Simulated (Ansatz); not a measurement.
# HF/STO-3G run of PN (phosphorus nitride)

Aim: the vertical singlet–triplet gap of PN (phosphorus nitride) at HF/STO-3G, from 2 runs. 

The results are computed with Ansatz 0.2.0.

46 further runs of the same task are left out: 12 that didn't finish, 34 set aside as unsound or not needed.

### 1 The molecule

PN: 2 atoms, total charge 0, spin state singlet. As SMILES, `N#P`. The bond length is the measured one.

Bond lengths: N1–P2 1.491 Å.

### 2 A single-point energy at HF/STO-3G

Input file job.yaml:

```yaml
crystal:
  periodic: [false, false, false]
  atoms:
    - {symbol: N, position_ang: [0.000000, 0.000000, 0.000000]}
    - {symbol: P, position_ang: [0.000000, 0.000000, 1.490866]}
basis:
  gaussian:
    orbitals: STO-3G
accuracy: high
hamiltonian:
  xc: hf
```

The run is started by

```sh
$ ansatz run job.yaml --threads 1 --pin off --max-ram 2610MiB --events-out events.jsonl --progress --plain --runs-dir runs
```

Log:

```text
Warning: RAYON_NUM_THREADS=1 ignored (pool sized by the plan → 1); use --threads N
Functional definition: HF
  name "HF"
  exchange = exact_x
  correlation = 0
224 factors; integrals over basis functions are off by at most 8.7e-9 eV
mean field evaluation 1: about -10625.0807 eV, gradient 3.2e1 eV
mean field evaluation 2: about -10625.0870 eV, gradient 3.2e1 eV
mean field evaluation 4: about -10628.5182 eV, gradient 2.4e0 eV
mean field evaluation 8: about -10628.5426 eV, gradient 1.8e-2 eV
mean field -10628.54257783 eV, -390.5917354505 hartree, gradient 2.8e-8 eV, S^2 0.000000; 0 other end points of the search recorded, 0 dependent functions left out
reference -10628.54257783 eV, -390.5917354505 hartree; 11, 11 occupied and 3, 3 virtual orbitals, 224 factors
Total energy: -10628.54257783 eV, -390.5917354505 hartree
```

Wall time 0.06 s (1 thread of Intel Xeon 6975P-C (Granite Rapids), shared host).

### 3 The triplet, same level

Input file in.yaml:

```yaml
crystal:
  periodic: [false, false, false]
  atoms:
    - {symbol: "N", position_ang: [0.000000, 0.000000, 0.000000]}
    - {symbol: P, position_ang: [0.000000, 0.000000, 1.490866]}
basis:
  gaussian: {orbitals: STO-3G}
magnetization: {spin_polarized: true, initial_magnetization: 2}
hamiltonian: {xc: hf}
accuracy: high
```

The run is started by

```sh
$ ansatz run in.yaml --threads 1 --pin off --max-ram 2610MiB --events-out events.jsonl --progress --plain --runs-dir runs
```

Log:

```text
Warning: RAYON_NUM_THREADS=1 ignored (pool sized by the plan → 1); use --threads N
[... 4 set-up lines as earlier in the session ...]
224 factors; integrals over basis functions are off by at most 8.7e-9 eV
mean field evaluation 1: about -10622.8263 eV, gradient 1.5e1 eV
mean field evaluation 2: about -10622.8562 eV, gradient 1.5e1 eV
mean field evaluation 4: about -10624.8618 eV, gradient 2.6e0 eV
mean field evaluation 8: about -10625.3975 eV, gradient 5.7e-1 eV
mean field evaluation 16: about -10625.4263 eV, gradient 4.0e-5 eV
mean field evaluation 32: about -10626.0504 eV, gradient 7.2e-9 eV
mean field evaluation 64: about -10625.4184 eV, gradient 3.4e-1 eV
mean field evaluation 96: about -10624.9034 eV, gradient 2.2e-1 eV
mean field evaluation 128: about -10625.4262 eV, gradient 1.5e-2 eV
mean field -10626.05039577 eV, -390.5001494489 hartree, gradient 1.1e-8 eV, S^2 2.386424; 4 other end points of the search recorded, 0 dependent functions left out
reference -10626.05039577 eV, -390.5001494489 hartree; 12, 10 occupied and 2, 4 virtual orbitals, 224 factors
Total energy: -10626.05039577 eV, -390.5001494489 hartree
```

Wall time 0.14 s (1 thread of Intel Xeon 6975P-C (Granite Rapids), shared host).

### 4 Outcome

At HF/STO-3G:

| quantity | value |
| --- | --- |
| singlet: total energy | -390.59174 Eh |
| triplet: total energy | -390.50015 Eh |
| triplet: ⟨S²⟩ | 2.386 |
| vertical energy of the triplet above the singlet | 2.492 eV |

**Reading.** At this shape the triplet lies 2.49 eV (57 kcal/mol) above the singlet. In a minimal basis such a difference can be off by several eV, whatever the method. ⟨S²⟩ (triplet) is 2.39 where a pure triplet has 2.00: the reference is spin-contaminated.
